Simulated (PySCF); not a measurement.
# CH2F: EPR parameters at several levels of theory

How much do the EPR parameters of CH2F (`[CH2]F`) depend on the level of theory, and what does each level cost?

Programs: PySCF 2.14.0, with density-fitted response routines of our own. Each step states its level of theory. These are calculated values for one molecule in the gas phase, unless marked as measured. Atoms count from 0, in the outputs and in this text.

### 1 Starting geometry

4 atoms, charge 0, multiplicity 2; geometry from: GFN2-xTB.

Bonds of the start (Å): C0–F1 1.33, C0–H2 1.07, C0–H3 1.07.

### 2 Geometry optimisation at PBE0-D3(BJ)/def2-SVP

Job settings and geometry (Å):

```
{"job": {"xc": "PBE0", "basis": "def2-SVP", "d3": "d3bj", "grid": 1, "kind": "geom"}, "charge": 0, "multiplicity": 2}
C     -0.090380     0.005830     0.073500
F      1.235160    -0.023320    -0.053180
H     -0.581130    -0.941390    -0.017640
H     -0.543190     0.968430    -0.048390
```

Standard output:

```text
step   0  E = -138.81795355  max force = 0.020620
step   1  E = -138.81860194  max force = 0.002979
step   2  E = -138.81833980  max force = 0.007146
step   3  E = -138.81858817  max force = 0.003522
step   4  E = -138.81866989  max force = 0.000989
step   5  E = -138.81870373  max force = 0.000560
step   6  E = -138.81871089  max force = 0.000238
optimisation converged
```

It took 4.5 s on 1 thread, shared host.

Step by step: (the energy doesn't fall at every step)

| step | energy from step 0 (eV) | largest force component (eV/Å) |
| --- | --- | --- |
| 0 | 0.0000 | 1.0603 |
| 1 | -0.0176 | 0.1532 |
| 2 | -0.0105 | 0.3675 |
| 3 | -0.0173 | 0.1811 |
| 4 | -0.0195 | 0.0509 |
| 5 | -0.0204 | 0.0288 |
| 6 | -0.0206 | 0.0122 |

Close pairs (by a distance rule), those that changed most:

| bond | before (Å) | after (Å) | change (Å) |
| --- | --- | --- | --- |
| C0–H3 | 1.071 | 1.093 | +0.022 |
| C0–H2 | 1.071 | 1.093 | +0.022 |
| C0–F1 | 1.332 | 1.325 | -0.007 |

The final coordinates are the input of the step that follows.

| at the end point | value |
| --- | --- |
| point group (found at 0.08 Å tolerance) | Cs |
| rotational constants (GHz, main isotopes) | 260.7, 31.366, 28.227 |
| dipole moment (D) | 1.28 |
| ⟨S²⟩ | 0.754 |

### 3 EPR parameters: B3LYP/IGLO-III+pcH-1

Job settings and geometry (Å):

```
{"job": {"kind": "epr"}, "charge": 0, "multiplicity": 2}
C     -0.075899     0.007135     0.109543
F      1.237316    -0.037415    -0.059592
H     -0.600345    -0.941428    -0.031744
H     -0.540613     0.981259    -0.063917
```

With the program's defaults for keys left out, this is: UKS B3LYP, IGLO-III on C F, pcH-1 on H, non-relativistic, mean-field spin-orbit, GIAO.

Standard output:

```text
UKS, coarse grid
  cycle   1  E = -139.11335684  |g| = 2.85e-01
  cycle   2  E = -139.07335414  |g| = 4.74e-01
  cycle   3  E = -139.13771624  |g| = 3.14e-02
  cycle   4  E = -139.13807565  |g| = 6.05e-03
  cycle   5  E = -139.13809996  |g| = 2.64e-03
  cycle   6  E = -139.13810453  |g| = 9.70e-04
UKS, final grid
  cycle   1  E = -139.13811319  |g| = 8.16e-04
  cycle   2  E = -139.13811325  |g| = 8.00e-04
  cycle   3  E = -139.13811353  |g| = 5.94e-05
  cycle   4  E = -139.13811353  |g| = 5.46e-05
  cycle   5  E = -139.13811354  |g| = 6.59e-06
internal stability: stable
E = -139.13811354 Eh   <S^2> = 0.7535 (exact 0.7500)
g shifts (ppm)      1          2          3
  rmc          -194       -194       -194
  gc             -1         48         31
  oz_so         -34       2262       2971
  total        -230       2116       2807
hyperfine (MHz)  atom isotope    a_iso     a_fc   dipolar eigenvalues
    0   13C     160.58     160.58    -82.91    -79.71    162.62
    1   19F     162.39     162.39   -281.55   -246.94    528.48
    2    1H     -49.99     -49.99    -37.70     -1.66     39.37
    3    1H     -49.99     -49.99    -37.70     -1.66     39.36
```

Wall time 5.8 s (1 thread, shared host).

Principal g values 2.00209, 2.00443, 2.00513; g(iso) = 2.00388, against 2.00232 for a free electron.

Mean a(iso) over the nuclei that a row names, and the largest dipolar term of the row (other rows stand at the frozen geometry):

| nuclei | isotope | a(iso) (MHz) | a(iso) (G, at g = 2.0023) | largest dipolar term (MHz) | measured (MHz) |
| --- | --- | --- | --- | --- | --- |
| F1 | 19F | 162.4 | 57.9 | 528.5 | 180.2 |
| C0 | 13C | 160.6 | 57.3 | 162.6 | 153.6 |
| H2, H3 | 1H | -50.0 | -17.8 | 39.4 | -59.1 |

Measured: solution or matrix (EPR); Pople, Beveridge, Approximate Molecular Orbital Theory, McGraw-Hill 1970 (compilation of measured values). Many experiments give no sign.

Mulliken spin populations:

| atom | value (e) |
| --- | --- |
| C0 | 1.04 |
| F1 | 0.05 |
| H2 | -0.04 |
| H3 | -0.04 |

In first order the couplings over 0.8 MHz of 19F, 1H give 6 distinct lines over 93.6 G, if the averaged nuclei exchange fast.

### 4 g tensor and hyperfine couplings: PBE/IGLO-III+pcH-1

Settings changed since step 3:

```diff
@@ -1,2 +1,2 @@
-{"job": {"kind": "epr"}, "charge": 0, "multiplicity": 2}
+{"job": {"kind": "epr", "xc": "PBE"}, "charge": 0, "multiplicity": 2}
 C     -0.075899     0.007135     0.109543
```

With the program's defaults for keys left out, this is: UKS PBE, IGLO-III on C F, pcH-1 on H, non-relativistic, mean-field spin-orbit, GIAO.

Standard output:

```text
UKS, coarse grid
  cycle   1  E = -138.96389063  |g| = 2.62e-01
  cycle   2  E = -138.90585974  |g| = 5.18e-01
  cycle   3  E = -138.98322906  |g| = 5.92e-02
  cycle   4  E = -138.98445686  |g| = 2.02e-02
  cycle   5  E = -138.98465082  |g| = 4.91e-03
  cycle   6  E = -138.98466261  |g| = 6.71e-04
  cycle   7  E = -138.98466229  |g| = 1.16e-04
UKS, final grid
  cycle   1  E = -138.98467335  |g| = 1.55e-04
  cycle   2  E = -138.98467333  |g| = 3.22e-04
  cycle   3  E = -138.98467336  |g| = 2.58e-05
  cycle   4  E = -138.98467336  |g| = 6.65e-06
internal stability: stable
E = -138.98467336 Eh   <S^2> = 0.7530 (exact 0.7500)
g shifts (ppm)      1          2          3
  rmc          -191       -191       -191
  gc             -3         48         28
  oz_so         -34       2427       3000
  total        -228       2284       2837
hyperfine (MHz)  atom isotope    a_iso     a_fc   dipolar eigenvalues
    0   13C     135.08     135.08    -79.70    -77.87    157.57
    1   19F     108.65     108.65   -291.45   -258.50    549.96
    2    1H     -46.88     -46.88    -36.57     -0.69     37.26
    3    1H     -46.88     -46.88    -36.57     -0.69     37.26
```

It took 4.5 s on 1 thread, shared host.

In short: g(iso) 2.00395.

### 5 EPR parameters: PBE0/IGLO-III+pcH-1

Job settings and geometry (Å):

```
{"job": {"kind": "epr", "xc": "PBE0"}, "charge": 0, "multiplicity": 2}
C     -0.075899     0.007135     0.109543
F      1.237316    -0.037415    -0.059592
H     -0.600345    -0.941428    -0.031744
H     -0.540613     0.981259    -0.063917
```

Method: UKS PBE0, IGLO-III on C F, pcH-1 on H, non-relativistic, mean-field spin-orbit, GIAO.

Standard output:

```text
UKS, coarse grid
  cycle   1  E = -138.96544010  |g| = 2.67e-01
  cycle   2  E = -138.94098869  |g| = 4.03e-01
  cycle   3  E = -138.98798647  |g| = 2.86e-02
  cycle   4  E = -138.98830439  |g| = 5.59e-03
  cycle   5  E = -138.98833508  |g| = 1.60e-03
  cycle   6  E = -138.98833776  |g| = 7.93e-04
UKS, final grid
  cycle   1  E = -138.98834690  |g| = 6.77e-04
  cycle   2  E = -138.98834696  |g| = 6.16e-04
  cycle   3  E = -138.98834713  |g| = 8.88e-05
  cycle   4  E = -138.98834714  |g| = 4.96e-05
  cycle   5  E = -138.98834714  |g| = 5.25e-06
internal stability: stable
E = -138.98834714 Eh   <S^2> = 0.7543 (exact 0.7500)
g shifts (ppm)      1          2          3
  rmc          -190       -190       -190
  gc             -3         48         28
  oz_so         -32       2099       2879
  total        -225       1958       2717
hyperfine (MHz)  atom isotope    a_iso     a_fc   dipolar eigenvalues
    0   13C     160.07     160.07    -81.59    -78.64    160.22
    1   19F     166.23     166.23   -275.81   -231.37    507.18
    2    1H     -57.50     -57.50    -38.11     -0.93     39.04
    3    1H     -57.49     -57.49    -38.11     -0.93     39.03
```

Wall time 5.5 s (1 thread, shared host).

This run: g(iso) 2.00380.

### 6 EPR parameters: BHandHLYP/IGLO-III+pcH-1

Job settings and geometry (Å):

```
{"job": {"kind": "epr", "xc": "BHandHLYP"}, "charge": 0, "multiplicity": 2}
C     -0.075899     0.007135     0.109543
F      1.237316    -0.037415    -0.059592
H     -0.600345    -0.941428    -0.031744
H     -0.540613     0.981259    -0.063917
```

With the program's defaults for keys left out, this is: UKS BHandHLYP, IGLO-III on C F, pcH-1 on H, non-relativistic, mean-field spin-orbit, GIAO.

Standard output:

```text
UKS, coarse grid
  cycle   1  E = -139.03952601  |g| = 2.97e-01
  cycle   2  E = -139.03831962  |g| = 3.39e-01
  cycle   3  E = -139.07161035  |g| = 2.91e-02
  cycle   4  E = -139.07202328  |g| = 9.88e-03
  cycle   5  E = -139.07210712  |g| = 3.53e-03
  cycle   6  E = -139.07212077  |g| = 1.13e-03
  cycle   7  E = -139.07212304  |g| = 2.35e-04
UKS, final grid
  cycle   1  E = -139.07212785  |g| = 1.24e-04
  cycle   2  E = -139.07212786  |g| = 8.78e-05
  cycle   3  E = -139.07212787  |g| = 5.02e-05
  cycle   4  E = -139.07212787  |g| = 6.97e-06
internal stability: stable
E = -139.07212787 Eh   <S^2> = 0.7551 (exact 0.7500)
g shifts (ppm)      1          2          3
  rmc          -193       -193       -193
  gc             -0         48         31
  oz_so         -30       1933       2823
  total        -224       1787       2661
hyperfine (MHz)  atom isotope    a_iso     a_fc   dipolar eigenvalues
    0   13C     197.36     197.36    -84.52    -80.01    164.53
    1   19F     231.32     231.32   -263.54   -220.02    483.56
    2    1H     -62.87     -62.87    -39.25     -1.89     41.14
    3    1H     -62.87     -62.87    -39.25     -1.89     41.14
```

It took 5.1 s on 1 thread, shared host.

Key values: g(iso) 2.00373.

### 7 EPR parameters: HF/IGLO-III+pcH-1

Job settings and geometry (Å):

```
{"job": {"kind": "epr", "xc": "HF"}, "charge": 0, "multiplicity": 2}
C     -0.075899     0.007135     0.109543
F      1.237316    -0.037415    -0.059592
H     -0.600345    -0.941428    -0.031744
H     -0.540613     0.981259    -0.063917
```

With the program's defaults for keys left out, this is: UKS HF, IGLO-III on C F, pcH-1 on H, non-relativistic, mean-field spin-orbit, GIAO.

Standard output:

```text
UKS, final grid
  cycle   1  E = -138.40850347  |g| = 3.37e-01
  cycle   2  E = -138.45326751  |g| = 1.91e-01
  cycle   3  E = -138.46502490  |g| = 4.17e-02
  cycle   4  E = -138.46643218  |g| = 1.65e-02
  cycle   5  E = -138.46681161  |g| = 7.60e-03
  cycle   6  E = -138.46692861  |g| = 2.56e-03
  cycle   7  E = -138.46694086  |g| = 8.19e-04
  cycle   8  E = -138.46694200  |g| = 2.35e-04
  cycle   9  E = -138.46694209  |g| = 7.21e-05
  cycle  10  E = -138.46694210  |g| = 2.52e-05
  cycle  11  E = -138.46694210  |g| = 9.12e-06
  cycle  12  E = -138.46694210  |g| = 2.83e-06
internal stability: stable
E = -138.46694210 Eh   <S^2> = 0.7615 (exact 0.7500)
g shifts (ppm)      1          2          3
  rmc          -187       -187       -187
  gc              8         52         31
  oz_so         -20       1343       2395
  total        -199       1209       2239
hyperfine (MHz)  atom isotope    a_iso     a_fc   dipolar eigenvalues
    0   13C     275.42     275.42    -84.99    -76.99    161.98
    1   19F     293.91     293.91   -258.22   -152.25    410.47
    2    1H    -113.57    -113.57    -43.37     -3.50     46.87
    3    1H    -113.59    -113.59    -43.36     -3.50     46.87
```

Run time: 3 s. Hardware: 1 thread, shared host.

In short: g(iso) 2.00340.

### 8 EPR parameters: CAM-B3LYP/IGLO-III+pcH-1

Job settings and geometry (Å):

```
{"job": {"kind": "epr", "xc": "CAM-B3LYP"}, "charge": 0, "multiplicity": 2}
C     -0.075899     0.007135     0.109543
F      1.237316    -0.037415    -0.059592
H     -0.600345    -0.941428    -0.031744
H     -0.540613     0.981259    -0.063917
```

Level: UKS CAM-B3LYP, IGLO-III on C F, pcH-1 on H, non-relativistic, mean-field spin-orbit, GIAO.

Standard output:

```text
UKS, coarse grid
  cycle   1  E = -139.05900058  |g| = 3.03e-01
  cycle   2  E = -139.04445376  |g| = 4.04e-01
  cycle   3  E = -139.08952719  |g| = 2.72e-02
  cycle   4  E = -139.08981429  |g| = 7.96e-03
  cycle   5  E = -139.08986826  |g| = 3.30e-03
  cycle   6  E = -139.08987695  |g| = 9.95e-04
UKS, final grid
  cycle   1  E = -139.08988595  |g| = 5.93e-04
  cycle   2  E = -139.08988623  |g| = 5.54e-04
  cycle   3  E = -139.08988634  |g| = 1.88e-04
  cycle   4  E = -139.08988639  |g| = 9.22e-05
  cycle   5  E = -139.08988639  |g| = 5.01e-06
internal stability: stable
E = -139.08988639 Eh   <S^2> = 0.7536 (exact 0.7500)
g shifts (ppm)      1          2          3
  rmc          -194       -194       -194
  gc             -1         48         31
  oz_so         -30       2253       2970
  total        -225       2107       2807
hyperfine (MHz)  atom isotope    a_iso     a_fc   dipolar eigenvalues
    0   13C     154.69     154.69    -83.70    -80.06    163.76
    1   19F     161.64     161.64   -278.41   -243.28    521.69
    2    1H     -51.61     -51.61    -38.01     -1.85     39.87
    3    1H     -51.61     -51.61    -38.01     -1.85     39.86
```

It took 6 s on 1 thread, shared host.

In short: g(iso) 2.00388.

### 9 Side by side: EPR parameters

g, ⟨S²⟩ and isotropic hyperfine couplings (MHz), with basis size and wall time:

| run | g(iso) | ⟨S²⟩ | 19F F1 | 13C C0 | 1H H2 (mean) | functions | time |
| --- | --- | --- | --- | --- | --- | --- | --- |
| B3LYP/IGLO-III+pcH-1 | 2.00388 | 0.754 | 162.4 | 160.6 | -50.0 | 90 | 5.8 s |
| PBE/IGLO-III+pcH-1 | 2.00395 | 0.753 | 108.6 | 135.1 | -46.9 | 90 | 4.5 s |
| PBE0/IGLO-III+pcH-1 | 2.00380 | 0.754 | 166.2 | 160.1 | -57.5 | 90 | 5.5 s |
| BHandHLYP/IGLO-III+pcH-1 | 2.00373 | 0.755 | 231.3 | 197.4 | -62.9 | 90 | 5.1 s |
| HF/IGLO-III+pcH-1 | 2.00340 | 0.761 | 293.9 | 275.4 | -113.6 | 90 | 3 s |
| CAM-B3LYP/IGLO-III+pcH-1 | 2.00388 | 0.754 | 161.6 | 154.7 | -51.6 | 90 | 6 s |
| measured | – | – | 180.2 | 153.6 | -59.1 | – | – |

Measured: solution or matrix (EPR); Pople, Beveridge, Approximate Molecular Orbital Theory, McGraw-Hill 1970 (compilation of measured values).

### 10 What came out

| quantity | value |
| --- | --- |
| point group | Cs |
| rotational constants (main isotopes) | 260.72, 31.37, 28.23 GHz |
| g(iso) (B3LYP) | 2.00388 |
| ⟨S²⟩ | 0.754 (exact 0.75) |
| largest a(iso) (averaged by class) | 19F on F1, 162.4 MHz |

Single values in the summary come from the first run of each kind that ended normally (B3LYP/IGLO-III+pcH-1), which need not be the best level. Relaxing lowered the energy by 0.021 eV in 6 steps; the close pair that moved most is C0–H3, from 1.071 to 1.093 Å. Most of the unpaired spin sits on C0 (1.04 e). The isotropic g lies 1.6 ppt above the free-electron value. In size, the 3 measured couplings are missed by 11.3 MHz on average; matrix, vibration and temperature are not in the model. The coupling of 19F on F1 runs from 108.6 (PBE/IGLO-III+pcH-1) to 293.9 MHz (HF/IGLO-III+pcH-1). For the 3 measured hyperfine couplings, PBE0/IGLO-III+pcH-1 misses least (7.4 MHz, 5.5 s) and HF/IGLO-III+pcH-1 most (96.7 MHz, 3 s). One molecule ranks no method: errors cancel, and vibration and temperature are missing from all runs.
